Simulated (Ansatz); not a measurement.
`ClC1=NCCO1` → 3 C• + Cl• + 4 H• + N• + O•  (atomization)

Gas-phase electronic energies from Ansatz, PBE0-D4/def2-TZVP geometries. CBS: MP2 limit from def2 TZ/QZ plus the TZ coupled-cluster correction, frozen cores. This one scheme is used for every species, atoms too. For atomizations the MP2-based limit and the directly extrapolated one differ by several kJ/mol either way, and by 10 to 25 for some Ge, Se and Sn compounds, so smaller differences from it don't rank the levels. DFT in def2-TZVPP. No spin–orbit coupling; open shells (•) take unrestricted orbitals. Spin–orbit coupling would lower the free atoms: a little for C, Cl, O.

| level | ΔE (kJ/mol) | difference from CCSD(T)/CBS |
| --- | --- | --- |
| LDA (SPW92) | 4888.9 | 790.2 |
| r2SCAN-D4 | 4133.0 | 34.3 |
| r2SCANh-D4 | 4091.9 | -6.8 |
| CAM-B3LYP-D4 | 4126.3 | 27.6 |
| ωB97X-V | 4132.6 | 33.9 |
| PBE-QIDH | 4105.4 | 6.7 |
| CAM-B3LYP | 4107.3 | 8.6 |
| SCS-MP2/def2-TZVPP | 4054.0 | -44.7 |
| CCSD/def2-TZVPP | 3883.4 | -215.3 |
| MP2/def2-QZVPP | 4180.0 | 81.3 |
| CCSD(T)/CBS | 4098.7 | 0 |

Largest T1 diagnostic among the species: 0.013.

In def2-TZVPP, CCSD(T) changes the Hartree–Fock value by +1203.3 kJ/mol (the triples alone add +93.9 kJ/mol) and MP2 by +1334.3 kJ/mol; breaking electron pairs costs correlation energy, which Hartree–Fock lacks. At CCSD(T), def2-SVP lies −219.3 kJ/mol from the extrapolated value and def2-TZVPP −121.4 kJ/mol: correlation converges slowly with the basis, and small sets miss more of it in the bonded molecule than in its fragments. From r2SCAN to r2SCAN0 (25 % exact exchange), in def2-TZVPP and without D4, ΔE moves by −100.9 kJ/mol: exact exchange takes away binding that semilocal exchange gives to molecules.
